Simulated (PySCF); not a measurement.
## Vibration and rotation of MgP⁻

PBE0 constants of MgP⁻, ³Π (triplet), unpaired electrons σ ↑, π ↑ (PySCF, no relativity, basis sets Mg aug-pcseg-1, P aug-pcseg-1; masses 23.9850 and 30.9738 u):

```
ωe              : 344.1 cm⁻¹
ωexe            : 2.98 cm⁻¹
Be              : 0.2092 cm⁻¹
αe              : 0.00199 cm⁻¹
D (centrifugal) : 3.09e-07 cm⁻¹
De to Mg + P⁻   : 1.39 eV
```

Give the vibrational terms G(v) and spacings up to v = 6.

G(v) = ωe(v+½) − ωexe(v+½)².

```tsv
v	G(v) (cm⁻¹)	G(v) − G(v−1)	Bv (cm⁻¹)
0	171.3		0.2082
1	509.4	338.1	0.2062
2	841.6	332.2	0.2042
3	1167.8	326.2	0.2022
4	1488.1	320.3	0.2002
5	1802.4	314.3	0.1983
6	2110.7	308.3	0.1963
```

How well does the Morse estimate ωe²/(4ωexe) reproduce De, and what is D0?

It gives 1.23 eV, 89 % of the computed De. D0 = De − G(0) = 1.39 − 0.02 = 1.37 eV.

For an ion De counts to the pair picked by the measured ionisation energies or electron affinities, which need not be the lowest pair at this level. The state is the lowest determinant that a PBE0 search found; another state may lie lower at other levels.
